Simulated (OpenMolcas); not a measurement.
# B2 (SMILES B#B): a chain of runs

Aim: a single-point energy (UHF/pcseg-0), then the energy (CASSCF(4,4)/pcseg-0), then a single-point energy (CASPT2(4,4)/pcseg-0), then the energy (SC-NEVPT2(4,4)/pcseg-0), then the energy (MRCI(4,4)/pcseg-0) of B2. 

The results are computed with OpenMolcas 26.06.

2 further runs of the same task are left out: 2 set aside as unsound or not needed.

**1. The system as given**

The species is B2 (2 atoms), meant as a triplet with charge 0. SMILES: `B#B`. The B1–B2 distance was set to 2.810 Å, away from the relaxed value.

**2. The energy at UHF/pcseg-0 (run 1)**

File geom.xyz:

```xyz
2

B      0.000000     0.000000    -1.405080
B      0.000000     0.000000     1.405120
```

File step1.inp:

```
>>> EXPORT MOLCAS_PRINT=2

&GATEWAY
 BasLib
 $CurrDir
 Coord
 geom.xyz
 Basis
 pcseg-0
 Group
 NoSym

&SEWARD

&SCF
 UHF
 Spin
 3
 Scramble
 0.25
 PrOrbitals
 1 1
```

The basis set pcseg-0 is read from a file made from the Basis Set Exchange's data (not shown).

Run with:

```console
$ export MOLCAS_MEM=1860
$ pymolcas step1.inp > step1.log
```

Standard output (excerpt; [...] marks lines left out):

```text
--- Start Module: gateway ---
[...]
--- Stop Module: gateway /rc=_RC_ALL_IS_WELL_ ---
--- Start Module: seward ---
[...]
      Basis functions           18
--- Stop Module: seward /rc=_RC_ALL_IS_WELL_ ---
--- Start Module: scf ---
[...]
       Convergence after  45 Iterations
[...]
::    Total SCF energy                                -48.9386221915
[...]
      Total spin, S                                     1.0138477796
[...]
      Total electronic charge=   10.000000
      Total            charge=   -0.000000
[...]
      Dipole Moment (debye):
      Origin of the operator (angstrom)=    0.0000    0.0000    0.0000
                   X= -6.2735E-05               Y=  1.6786E-04               Z=  1.0786E+00           Total=  1.0786E+00
      Quadrupole Moment (debye*angstrom):
[...]
--- Stop Module: scf /rc=_RC_ALL_IS_WELL_ ---
[...]
```

It took 2 s on 1 thread of Arm Neoverse V2, shared host; peak memory 0.37 GiB.

**3. A single-point energy at CASSCF(4,4)/pcseg-0 (run 2)**

geom.xyz is that of step 2.

File step2.inp:

```
&GATEWAY
  BASLIB
  $CurrDir
  COORD
  geom.xyz
  BASIS
  pcseg-0
  GROUP
  NoSym

&SEWARD

&RASSCF
  FILEORB
  $CurrDir/step1.UnaOrb
  SPIN
  3
  NACTEL
  4 0 0
  INACTIVE
  3
  RAS2
  4
  ORBLISTING
  Nothing
```

The basis set pcseg-0 is read from a file made from the Basis Set Exchange's data (not shown).

Run with:

```console
$ export MOLCAS_MEM=1860
$ pymolcas step2.inp > step2.log
```

Standard output (excerpt; [...] marks lines left out):

```text
--- Start Module: gateway ---
[...]
--- Stop Module: gateway /rc=_RC_ALL_IS_WELL_ ---
--- Start Module: seward ---
[...]
      Basis functions           18
--- Stop Module: seward /rc=_RC_ALL_IS_WELL_ ---
--- Start Module: rasscf ---
[...]
      Number of active orbitals                  4
[...]
      Spin quantum number                      1.0
[...]
      Active orbitals                            4
[...]
      Number of CSFs                            15
[...]
      Number of root(s) required                 1
[...]
      Convergence after 14 iterations
[...]
      printout of CI-coefficients larger than  0.05 for root  1
      energy=     -48.954616
      conf/sym  1111     Coeff  Weight
             1  2uu0  -0.97246 0.94568
             6  uduu  -0.15367 0.02362
             9  uudu  -0.08337 0.00695
            10  uuud   0.06440 0.00415
            15  0uu2   0.13375 0.01789
      Natural orbitals and occupation numbers for root  1
      sym 1:   1.926491   1.001126   1.000000   0.072383
      ************************************************************************************************************************
      *                                                    Final results                                                     *
[...]
::    RASSCF root number  1 Total energy:    -48.95461645
[...]
      Total electronic charge=   10.000000
      Total            charge=   -0.000000
[...]
      Dipole Moment (debye):
      Origin of the operator (angstrom)=    0.0000    0.0000    0.0000
                   X=  2.4981E-05               Y= -1.4174E-04               Z=  8.9453E-01           Total=  8.9453E-01
      Quadrupole Moment (debye*angstrom):
[...]
--- Stop Module: rasscf /rc=_RC_ALL_IS_WELL_ ---
[...]
```

Run time: 1.5 s. Hardware: 1 thread of Arm Neoverse V2, shared host; peak memory 0.37 GiB.

**4. A single-point energy at CASPT2(4,4)/pcseg-0 (run 3)**

geom.xyz is that of step 3.

File step3.input:

```
* B2 CASPT2

&GATEWAY
 BasLib
 $CurrDir
 Coord
 geom.xyz
 Basis
 pcseg-0
 Group
 NoSym

&SEWARD

&RASSCF
 FileOrb
 $CurrDir/step2.RasOrb
 Spin
 3
 Nactel
 4 0 0
 Inactive
 3
 Ras2
 4
 OrbListing
 Nothing

&CASPT2
 Imaginary
 0.1
 Frozen
 2
```

The basis set pcseg-0 is read from a file made from the Basis Set Exchange's data (not shown).

Run with:

```console
$ export MOLCAS_MEM=1860
$ pymolcas step3.input > step3.log
```

Standard output (excerpt; [...] marks lines left out):

```text
--- Start Module: gateway ---
[...]
--- Stop Module: gateway /rc=_RC_ALL_IS_WELL_ ---
[...]
      Basis functions           18
[...]
--- Start Module: rasscf ---
[...]
      Number of active orbitals                  4
[...]
      Spin quantum number                      1.0
[...]
      Active orbitals                            4
[...]
      Number of CSFs                            15
[...]
      Number of root(s) required                 1
[...]
      Convergence after  4 iterations
[...]
      printout of CI-coefficients larger than  0.05 for root  1
      energy=     -48.954616
      conf/sym  1111     Coeff  Weight
             1  2uu0  -0.97246 0.94568
             6  uduu  -0.15367 0.02362
             9  uudu  -0.08337 0.00695
            10  uuud   0.06440 0.00415
            15  0uu2   0.13375 0.01789
      Natural orbitals and occupation numbers for root  1
      sym 1:   1.926490   1.001126   1.000000   0.072384
      ************************************************************************************************************************
      *                                                    Final results                                                     *
[...]
::    RASSCF root number  1 Total energy:    -48.95461645
[...]
      Total electronic charge=   10.000000
      Total            charge=   -0.000000
[...]
      Dipole Moment (debye):
      Origin of the operator (angstrom)=    0.0000    0.0000    0.0000
                   X=  2.4257E-05               Y= -1.3487E-04               Z=  8.9456E-01           Total=  8.9456E-01
      Quadrupole Moment (debye*angstrom):
[...]
--- Stop Module: rasscf /rc=_RC_ALL_IS_WELL_ ---
--- Start Module: caspt2 ---
[...]
 ###    WARNING: User changed nr of frozen orbitals.                         ###
 ###############################################################################
[...]
      E2 (Variational):          -0.0419687227
      Total energy:             -48.9965851712
[...]
      Reference weight:           0.96964
[...]
::    CASPT2 Root  1     Total energy:    -48.99658517
[...]
--- Stop Module: caspt2 /rc=_RC_ALL_IS_WELL_ ---
[...]
```

Wall time 1.4 s (1 thread of Arm Neoverse V2, shared host); peak memory 0.37 GiB.

**5. A single-point energy at SC-NEVPT2(4,4)/pcseg-0 (run 4)**

geom.xyz is that of step 4.

File step4.inp:

```
&GATEWAY
 BasLib
 $CurrDir
 Coord
 geom.xyz
 Basis
 pcseg-0
 Group
 NoSym

&SEWARD

&RASSCF
 FileOrb
 $CurrDir/step2.RasOrb
 Spin
 3
 Nactel
 4 0 0
 Inactive
 3
 Ras2
 4
 OrbListing
 Nothing

&CASPT2
 SC-NEVPT2
 Frozen
 2
```

The basis set pcseg-0 is read from a file made from the Basis Set Exchange's data (not shown).

Run with:

```console
$ export MOLCAS_MEM=1860
$ pymolcas step4.inp > step4.log
```

Standard output (excerpt; [...] marks lines left out):

```text
--- Start Module: gateway ---
[...]
--- Stop Module: gateway /rc=_RC_ALL_IS_WELL_ ---
[...]
      Basis functions           18
[...]
--- Start Module: rasscf ---
[...]
      Number of active orbitals                  4
[...]
      Spin quantum number                      1.0
[...]
      Active orbitals                            4
[...]
      Number of CSFs                            15
[...]
      Number of root(s) required                 1
[...]
      Convergence after  4 iterations
[...]
      printout of CI-coefficients larger than  0.05 for root  1
      energy=     -48.954616
      conf/sym  1111     Coeff  Weight
             1  2uu0  -0.97246 0.94568
             6  uduu  -0.15367 0.02362
             9  uudu  -0.08337 0.00695
            10  uuud   0.06440 0.00415
            15  0uu2   0.13375 0.01789
      Natural orbitals and occupation numbers for root  1
      sym 1:   1.926490   1.001126   1.000000   0.072384
      ************************************************************************************************************************
      *                                                    Final results                                                     *
[...]
::    RASSCF root number  1 Total energy:    -48.95461645
[...]
      Total electronic charge=   10.000000
      Total            charge=   -0.000000
[...]
      Dipole Moment (debye):
      Origin of the operator (angstrom)=    0.0000    0.0000    0.0000
                   X=  2.4257E-05               Y= -1.3487E-04               Z=  8.9456E-01           Total=  8.9456E-01
      Quadrupole Moment (debye*angstrom):
[...]
--- Stop Module: rasscf /rc=_RC_ALL_IS_WELL_ ---
--- Start Module: caspt2 ---
[...]
 ###    WARNING: User changed nr of frozen orbitals.                         ###
 ###############################################################################
[...]
      E2 (Variational):          -0.0392628033
[...]
      E2 (Variational):          -0.0388860197
      Total energy:             -48.9935024683
[...]
      Reference weight:           0.97334
[...]
::    SC-NEVPT2 Root  1     Total energy:    -48.99350247
[...]
--- Stop Module: caspt2 /rc=_RC_ALL_IS_WELL_ ---
[...]
```

Wall time 1.4 s (1 thread of Arm Neoverse V2, shared host); peak memory 0.37 GiB.

**6. A single-point energy at MRCI(4,4)/pcseg-0 (run 5)**

geom.xyz is that of step 5.

File step5.inp:

```
* B2 MRCI
&GATEWAY
BasLib = $CurrDir
Coord = geom.xyz
Basis = pcseg-0
Group = NoSym
&SEWARD
&RASSCF
FileOrb = $CurrDir/step2.RasOrb
Spin = 3
Nactel = 4 0 0
Inactive = 3
Ras2 = 4
OrbListing = Nothing
&MOTRA
LumOrb
Frozen = 2
&GUGA
Electrons = 6
Spin = 3
Inactive = 1
Active = 4
CIAll = 1
&MRCI
SDCI
```

The basis set pcseg-0 is read from a file made from the Basis Set Exchange's data (not shown).

Run with:

```console
$ export MOLCAS_MEM=1860
$ pymolcas step5.inp > step5.log
```

Standard output (excerpt; [...] marks lines left out):

```text
--- Start Module: gateway ---
[...]
--- Stop Module: gateway /rc=_RC_ALL_IS_WELL_ ---
[...]
      Basis functions           18
[...]
      Number of active orbitals                  4
[...]
      Spin quantum number                      1.0
[...]
      Active orbitals                            4
[...]
      Number of CSFs                            15
[...]
      Number of root(s) required                 1
[...]
      Convergence after  4 iterations
[...]
      printout of CI-coefficients larger than  0.05 for root  1
      energy=     -48.954616
      conf/sym  1111     Coeff  Weight
             1  2uu0  -0.97246 0.94568
             6  uduu  -0.15367 0.02362
             9  uudu  -0.08337 0.00695
            10  uuud   0.06440 0.00415
            15  0uu2   0.13375 0.01789
      Natural orbitals and occupation numbers for root  1
      sym 1:   1.926490   1.001126   1.000000   0.072384
      ************************************************************************************************************************
      *                                                    Final results                                                     *
[...]
::    RASSCF root number  1 Total energy:    -48.95461645
[...]
      Dipole Moment (debye):
      Origin of the operator (angstrom)=    0.0000    0.0000    0.0000
                   X=  2.4257E-05               Y= -1.3487E-04               Z=  8.9456E-01           Total=  8.9456E-01
      Quadrupole Moment (debye*angstrom):
[...]
      *** WARNING: Default frozen orbitals is overwritten by user input.
      *** Default values:   2
[...]
--- Start Module: guga ---
[...]
--- Stop Module: guga /rc=_RC_ALL_IS_WELL_ ---
--- Start Module: mrci ---
[...]
       (But an ACPF correction will be computed)
       USE THE DEFAULT ACPF G-VALUE GFAC=  0.33333333333333331
[...]
                      CI ENERGY:   -49.02817728
[...]
                ACPF CORRECTION:    -0.00922254
[...]
      Total electronic charge=   10.000000
      Total            charge=    0.000000
[...]
     ACPF CORRECTION:     -0.00922254
[...]
  CI State   1     Total energy:    -49.02817728     QDav:     -0.01475900     QACPF:     -0.00922254
[...]
--- Stop Module: mrci /rc=_RC_ALL_IS_WELL_ ---
[...]
```

It took 1.6 s on 1 thread of Arm Neoverse V2, shared host; peak memory 0.37 GiB.

**7. Results**

```
                                                     quantity         value
                             run 1, UHF/pcseg-0: total energy  -48.93862 Eh
                            run 1, UHF/pcseg-0: dipole moment        1.08 D
       run 1, UHF/pcseg-0: HOMO energy (highest over α and β)      -7.90 eV
        run 1, UHF/pcseg-0: LUMO energy (lowest over α and β)       0.67 eV
                                     run 1, UHF/pcseg-0: ⟨S²⟩         2.042
                     run 2, CASSCF(4,4)/pcseg-0: total energy  -48.95462 Eh
   run 2, CASSCF(4,4)/pcseg-0: dipole moment (CASSCF density)        0.89 D
                     run 3, CASPT2(4,4)/pcseg-0: total energy  -48.99659 Eh
   run 3, CASPT2(4,4)/pcseg-0: dipole moment (CASSCF density)        0.89 D
                  run 4, SC-NEVPT2(4,4)/pcseg-0: total energy  -48.99350 Eh
run 4, SC-NEVPT2(4,4)/pcseg-0: dipole moment (CASSCF density)        0.89 D
                       run 5, MRCI(4,4)/pcseg-0: total energy  -49.02818 Eh
     run 5, MRCI(4,4)/pcseg-0: dipole moment (CASSCF density)        0.89 D
```

In words: The shape has a centre of inversion, so the dipole (run 1, UHF/pcseg-0) should vanish: the solution has broken the symmetry. The shape has a centre of inversion, so the dipole (run 2, CASSCF(4,4)/pcseg-0) should vanish: the solution has broken the symmetry. The shape has a centre of inversion, so the dipole (run 3, CASPT2(4,4)/pcseg-0) should vanish: the solution has broken the symmetry. The shape has a centre of inversion, so the dipole (run 4, SC-NEVPT2(4,4)/pcseg-0) should vanish: the solution has broken the symmetry. The shape has a centre of inversion, so the dipole (run 5, MRCI(4,4)/pcseg-0) should vanish: the solution has broken the symmetry.
